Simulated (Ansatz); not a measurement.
## fcc Ca

The numbers are results of r²SCAN+rVV10 in Ansatz (plane waves, PAW), not measurements.

Numerical settings: plane-wave cutoff 560 eV, 18×18×18 k mesh, Fermi–Dirac smearing 0.05 eV, scalar-relativistic PAW data made under PBE.

Cell (relaxed at this level):

Space group Fm-3m (No. 225); a = 5.547 Å, b = 5.547 Å, c = 5.547 Å, α = 90.00°, β = 90.00°, γ = 90.00°

```
atom  site  symmetry       x       y       z
----  ----  --------  ------  ------  ------
Ca      4a      m-3m  0.0000  0.0000  0.0000
```
(The calculation used a cell of 1 atom; values per cell refer to that cell.)

```yaml
bulk modulus B0: 18.2 GPa
band_gap: zero (no gap)
pressure derivative B′ of the bulk modulus: 3.2
```

Measured, for comparison: bulk modulus 18.6 GPa (corrected for temperature and zero-point phonon effects, our sources range from 15.9 to 18.7; as tabulated in Levämäki et al. (2014), arXiv:1402.3671). Computed (rounded) less measured: bulk modulus not scored (sources differ).

The computed numbers hold no vibrational or temperature effects.

The result took roughly 2.4 core-minutes.

Ansatz is a program for electronic structure.
